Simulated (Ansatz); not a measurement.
We consider rutile SnO₂, described by r²SCAN (Ansatz, a program for electronic structure, plane waves, PAW).

Run with plane-wave cutoff 600 eV, 6×6×8 k mesh (along the axes of the cell as run), finite displacements, scalar-relativistic PAW data made under PBE.

Cell (measured lattice):

Space group P4₂/mnm (No. 136); a = b = 4.737 Å, c = 3.186 Å, α = β = γ = 90.00°

| atom | site | symmetry | x | y | z |
|---|---|---|---|---|---|
| Sn | 2a | m.mm | 0.0000 | 0.0000 | 0.0000 |
| O | 4f | m.2m | 0.3056 | 0.3056 | 0.0000 |

Q: Estimate the high-frequency dielectric constant (mean over three axes) and dielectric constant ε0 (ions relaxed) (mean over three axes) that the calculation returns.

A: 
- high-frequency dielectric constant (mean over three axes): 4.06
- dielectric constant ε0 (ions relaxed) (mean over three axes): 11.0

Measured, for comparison: high-frequency dielectric constant 4.06 (temperature not stated, not corrected to a static lattice, mean; as tabulated in He and Franchini (2017), arXiv:1706.08159); static dielectric constant 12.2 (temperature not stated, not corrected to a static lattice, mean of the two values across and the one along c; as tabulated in Wang et al. (2024), arXiv:2401.12158). Computed (rounded) less measured: high-frequency dielectric constant 0.0 %, static dielectric constant -10 %.

Note: the cell isn't this level's own, so it is under some stress, which shifts stiffness and frequencies.

Spin–orbit coupling is not included.

Cost on a shared machine: very roughly 9 core-minutes.
